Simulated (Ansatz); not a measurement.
Relaxation of CNO (3 atoms, charge 0, multiplicity 2), to a largest force component of 0.02 eV/Å in at most 40 steps.

Computed with Ansatz, UKS PBE0/def2-SVP.

```xyz
3
Properties=species:S:1:pos:R:3
N 0.504 -1.062 0.164
C -0.004 0.012 -0.001
O -0.500 1.051 -0.163
```

Task: Where does it end, and by what steps?

Result: The forces met the threshold. After 3 steps the energy has fallen by 0.039 eV; N1 moved furthest, 0.02 Å.

```csv
step,energy less start (eV),largest force component (eV/Å),accepted
0,0.0000,2.066,yes
1,-0.0385,0.262,yes
2,-0.0390,0.080,yes
3,-0.0390,0.003,yes
```

```xyz
3
Properties=species:S:1:pos:R:3
N 0.514 -1.081 0.167
C -0.007 0.015 -0.002
O -0.506 1.066 -0.165
```

Whether the end is a true minimum wasn't checked by a vibrational analysis.

Run time: 38 s on 1 CPU thread of a shared host.
